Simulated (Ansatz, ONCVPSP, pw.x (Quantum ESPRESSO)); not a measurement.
## As: does the ONCV potential hold in the solid?

As (Z = 33), optimised norm-conserving Vanderbilt (ONCV), made with ONCVPSP 4.0.1 (PBEsol, scalar-relativistic). Core [Ar] 3d10, reference 4s2 4p3. Waves: 4s: rc 1.40 bohr, ncon 4, nbas 7, qcut 3.6 1/bohr, 2 projectors, debl 2.4 Ha; 4p: rc 2.00 bohr, ncon 4, nbas 8, qcut 3.5 1/bohr, 2 projectors, debl 1.1 Ha; d scattering state at 0.16 Ha: rc 2.15 bohr, ncon 4, nbas 8, qcut 3.1 1/bohr, 2 projectors, debl 1 Ha. Local part: polynomial inside 1.35 bohr (lpopt 3, dvloc0 -1 Ha). Core correction: Teter function, fcfact 4.75, rcfact 1.6.

Crystal test: fcc As in pw.x 7.5, no spin, 13³ k-points, Fermi–Dirac smearing 0.01 Ry, cutoffs 95/380 Ry. The reference is all-electron LAPW (Ansatz 0.2.0) with the same functional, mesh and smearing; V0 and B0 come from Birch–Murnaghan fits to the pressures at five volumes. Errors are pseudo minus all-electron; Δ is the rms difference of the E(V) curves that follow from these fits, minima aligned, over ±6 % about the mean V0. Mesh and smearing are coarse, so the numbers serve the comparison and aren't converged zero-temperature values; the lattice is a test structure that the element need not adopt.

| V (Å³/atom) | P all-electron (GPa) | P pseudo (GPa) |
| --- | --- | --- |
| 17.629 | 4.48 | 2.08 |
| 18.093 | 1.84 | -0.35 |
| 18.557 | -0.48 | -2.48 |
| 19.021 | -2.52 | -4.34 |
| 19.485 | -4.32 | -5.98 |

All-electron: a0 = 4.195 Å (V0 = 18.46 Å³/atom), B0 = 88.9 GPa.

Pseudopotential: mean pressure error (GPa): -2.01; a0 (Å): 4.162; a0 error (%): -0.79; B0 error (%): +1.2; Δ (meV/atom): 8.5. This is a poor potential for the solid.

Problem. At the middle volume, how do free energy and pressure move when the wave cutoff is lowered (ecutrho kept at four times it)?

Solution.

| cutoff (Ry) | shift of F (meV/atom) | shift of P (GPa) |
| --- | --- | --- |
| 43 | +54.6 | +0.05 |
| 57 | +35.4 | +0.14 |
| 76 | +17.7 | -0.14 |

The run at the middle volume (84 k-points, 6 iterations) took about 52 s on one core of a shared host (Intel(R) Xeon(R) Processor @ 2.60GHz, 24 threads, 32 GiB, load 22).
